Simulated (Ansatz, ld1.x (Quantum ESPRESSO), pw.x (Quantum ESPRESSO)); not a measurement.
**beryllium: does the TM potential hold in the solid?**

ld1.x (Quantum ESPRESSO) 7.5 input, shortened:

```
&input
   title='Be', zed=4., rel=1, dft='PW', iswitch=3,
   config='[He] 2s1 2p1 3d-2'
 /
 &inputp
   pseudotype=2, tm=.true., lloc=0,
   nlcc=.true., new_core_ps=.true.
 /
3
2P  2  1   1.00   0.00  3.45  3.45  0.0
3D  3  2  -2.00  -0.15  2.85  2.85  0.0
2S  1  0   1.00   0.00  2.20  2.20  0.0
 &test
   configts(1)='2s1 2p1'
 /
```

Atomic tests: cutoffs needed: 8 Ry and 12 Ry (the cutoffs (Ry, on a coarse ladder) from which the occupation-weighted sum of valence levels, in a spherical-Bessel basis at the reference potential, stays within 10 and 1 mRy of its value at 400 Ry); ghost test: no extra level below or beside the all-electron valence levels (p, d, s, f tested) (spherical-Bessel basis up to 400 Ry, 20 bohr box); largest excitation error: +42 meV (all-electron minus pseudo) for 2s1 2p0, out of 5 test configurations.

Crystal test: sc Be in pw.x 7.5, no spin, 15³ k-points, Fermi–Dirac smearing 0.01 Ry, cutoffs 50/200 Ry. The reference is all-electron LAPW (Ansatz 0.2.0) with the same functional, mesh and smearing; V0 and B0 come from Birch–Murnaghan fits to the pressures at five volumes. Errors are pseudo minus all-electron; Δ is the rms difference of the E(V) curves that follow from these fits, minima aligned, over ±6 % about the mean V0. Mesh and smearing are coarse, so the numbers serve the comparison and aren't converged zero-temperature values; the lattice is a test structure that the element need not adopt.

All-electron: a0 = 2.140 Å (V0 = 9.80 Å³/atom), B0 = 79.8 GPa.

How far does the potential miss the all-electron equation of state?

mean pressure error (GPa): -5.55. The pressure does not cross zero within the volumes sampled, so no fit is given. The largest radius (3.45 bohr) exceeds half the bond length (2.02 bohr), so the spheres overlap, which is one possible source of error among others. This is a poor potential for the solid.

```tsv
V (Å³/atom)	P all-electron (GPa)	P pseudo (GPa)
9.228	5.32	-1.61
9.471	2.90	-3.25
9.714	0.73	-4.74
9.957	-1.22	-6.08
10.200	-2.97	-7.29
```

At the middle volume, how do free energy and pressure move when the wave cutoff is lowered (ecutrho kept at four times it)?

| cutoff (Ry) | shift of F (meV/atom) | shift of P (GPa) |
| --- | --- | --- |
| 22 | +5.7 | -0.22 |
| 30 | +0.4 | -0.03 |
| 40 | +0.3 | +0.00 |

Input at the middle volume:

```
&control
  calculation='scf', prefix='x', pseudo_dir='./', outdir='./tmp', tstress=.true., disk_io='low'
/
&system
  ibrav=0, nat=1, ntyp=1, ecutwfc=50, ecutrho=200, nbnd=8,
  occupations='smearing', smearing='fd', degauss=0.01
/
&electrons
  conv_thr=1e-09, mixing_beta=0.4, electron_maxstep=70
/
ATOMIC_SPECIES
Be 1.0 Be.UPF
CELL_PARAMETERS angstrom
  2.13369677 0.00000000 0.00000000
  0.00000000 2.13369677 0.00000000
  0.00000000 0.00000000 2.13369677
ATOMIC_POSITIONS crystal
Be 0.0000 0.0000 0.0000
K_POINTS automatic
15 15 15 0 0 0
```

```bash
pw.x < Be.scf.in > Be.scf.out
```

Lines of the output:

```
Message from routine setup:
     using ibrav=0 with symmetry is DISCOURAGED, use correct ibrav instead
     lattice parameter (alat)  =       4.0321  a.u.
     unit-cell volume          =      65.5533 (a.u.)^3
     number of electrons       =         2.00
     number of Kohn-Sham states=            8
     kinetic-energy cutoff     =      50.0000  Ry
     charge density cutoff     =     200.0000  Ry
     scf convergence threshold =      1.0E-09
     Exchange-correlation= PW
     number of k points=   120  Fermi-Dirac smearing, width (Ry)=  0.0100
     iteration #  1     ecut=    50.00 Ry     beta= 0.40
     total energy              =      -3.19893117 Ry
     estimated scf accuracy    <       0.00079906 Ry
     iteration #  2     ecut=    50.00 Ry     beta= 0.40
     total energy              =      -3.19892173 Ry
     estimated scf accuracy    <       0.00028950 Ry
     iteration #  3     ecut=    50.00 Ry     beta= 0.40
     total energy              =      -3.19892671 Ry
     estimated scf accuracy    <       0.00000108 Ry
     iteration #  4     ecut=    50.00 Ry     beta= 0.40
     total energy              =      -3.19892673 Ry
     estimated scf accuracy    <          1.1E-09 Ry
     iteration #  5     ecut=    50.00 Ry     beta= 0.40
     the Fermi energy is     5.8905 ev
!    total energy              =      -3.19892673 Ry
     estimated scf accuracy    <          6.9E-11 Ry
     smearing contrib. (-TS)   =      -0.00179093 Ry
     The total energy is F=E-TS. E is the sum of the following terms:
     one-electron contribution =       1.76745154 Ry
     hartree contribution      =       0.00519189 Ry
     xc contribution           =      -2.15507155 Ry
     ewald contribution        =      -2.81470769 Ry
     convergence has been achieved in   5 iterations
          total   stress  (Ry/bohr**3)                   (kbar)     P=      -47.41
```

The run at the middle volume (120 k-points, 5 iterations) took about 1.6 s on one core of a shared host (Neoverse-V2, 96 threads, 742 GiB, load 45).
